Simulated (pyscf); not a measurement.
`[CH4]` + `[AlH2][Cl]` → `[CH3][AlH2]` + `[ClH]` (four-centre exchange; singlet surface; C–H, Al–Cl broken, Al–C, Cl–H formed). Single points on ωB97X-D3(BJ)/def2-SVP structures (PySCF, gas phase). Correlated levels are frozen-core, on RHF or UHF. ΔMP2 is the change of the MP2 total energy from the triple- to the quadruple-zeta basis. Energies in kcal/mol from the separated reactants.

```json
[
 {"level": "ωB97X-D3(BJ)/def2-TZVP", "barrier": "41.9", "reaction energy": "+43.4"},
 {"level": "r²SCAN/def2-TZVP", "barrier": "38.9", "reaction energy": "+43.3"},
 {"level": "B3LYP-D3(BJ)/def2-TZVP", "barrier": "42.7", "reaction energy": "+42.9"},
 {"level": "PBE0-D3(BJ)/def2-TZVP", "barrier": "38.6", "reaction energy": "+42.0"},
 {"level": "M06-2X/def2-TZVP", "barrier": "42.6", "reaction energy": "+43.1"},
 {"level": "CCSD(T)/def2-TZVPP", "barrier": "44.0", "reaction energy": "+41.7"},
 {"level": "CCSD(T)/def2-TZVPP + ΔMP2(QZVPP)", "barrier": "43.9", "reaction energy": "+41.9"}
]
```

On the reactant side the descent ends in a complex (not fully relaxed), 4.0 kcal/mol under the separated species and 46.0 kcal/mol under the saddle at ωB97X-D3(BJ)/def2-TZVP. On the product side the descent ends in an adduct with a Al–Cl contact, 8.6 kcal/mol under the separated species and 7.1 kcal/mol under the saddle at ωB97X-D3(BJ)/def2-TZVP. At ωB97X-D3(BJ), r²SCAN, B3LYP-D3(BJ), PBE0-D3(BJ), M06-2X the saddle lies under the separated products, which points to a path from their complex (located at ωB97X-D3(BJ) alone), and parting the products costs more than the saddle. What is counted as broken (Al–Cl) persists as a longer contact in the product adduct; parting that adduct is a step of its own. This is the saddle that the search found; another between the same sides may lie lower. The CCSD(T) − MP2 part came from Ansatz, without density fitting, on the same reference.
